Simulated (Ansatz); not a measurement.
# NO (doublet): the correlation ladder, def2-TZVPP

One table from this session's results is given with a row withheld; the runs are named, their logs left out.

Method: def2-TZVPP, core rule «outside noble gas», up to 2 orbitals frozen; program: Ansatz 0.2.0, Gaussian basis.

The runs, in order: UHF; ROHF; CCSD(T) on UHF.

4 further runs of the same task are left out: 4 set aside as unsound or not needed.

## The geometry

The geometry is a PBE0/def2-TZVP stationary point (not a proven minimum).

2 atoms, charge 0, spin multiplicity 2.

Atoms are counted from 1 here; the program's logs count them from 0.

Bond lengths: N1–O2 1.140 Å.

The first run:

in.yaml

```yaml
crystal:
  periodic: [false, false, false]
  atoms:
    - {symbol: N, position_ang: [0.000000, 0.000000, 0.000000]}
    - {symbol: O, position_ang: [0.000000, 0.000000, 1.139769]}
basis:
  gaussian: {orbitals: def2-TZVPP}
magnetization: {spin_polarized: true, initial_magnetization: 1}
hamiltonian: {xc: hf}
output: {orbitals: {seedname: orbitals}}
```

Launch:

```bash
$ ansatz run in.yaml --threads 1 --pin off --events-out ev --progress --plain --max-ram 2393MiB
```

Among the steps run: UHF; ROHF; CCSD(T) on UHF.

One of the session's tables, all rows but one given; the rest of the session is left out.

| method | from UCCSD(T) (meV) |
| --- | --- |
| ROHF | +11545.7 |
| UHF | +11341.6 |
| UMP2 | ? |
| UCCSD | +488.6 |
| UCCSD(T) | 0 |

Estimate the missing values for UMP2.

As computed: from UCCSD(T) (meV): +637.0. In the column «from UCCSD(T) (meV)» it lies between UCCSD (+488.6) and UHF (+11341.6).

With the free atoms at the same levels and basis (separate runs), the atomisation energy is 6.211 eV at UCCSD(T), 2.397 eV at ROHF.
